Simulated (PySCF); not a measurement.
Homolysis of single bonds, series acetyl-X. Gas-phase values, no solvent. One relaxed conformer stands for each flexible species; it need not be the lowest. Strings in code marks are SMILES.

Method: PBE-D3(BJ)/def2-TZVP run with PySCF 2.14.0. All candidates: neutral, multiplicity 2. 

```
Property                         Result
-----------------------------  --------
dipole moment                    1.15 D
highest occupied spin orbital  -5.83 eV
```

Problem. Which member has these values?
A) `[C]#C`
B) `C[O]`
C) `[GeH3]`
D) `N#C[C]=O`

Solution. D, `N#C[C]=O`. The others give `[C]#C`: 0.97 D, -7.33 eV; `[GeH3]`: 0.05 D, -5.23 eV; `C[O]`: 2.11 D, -5.95 eV
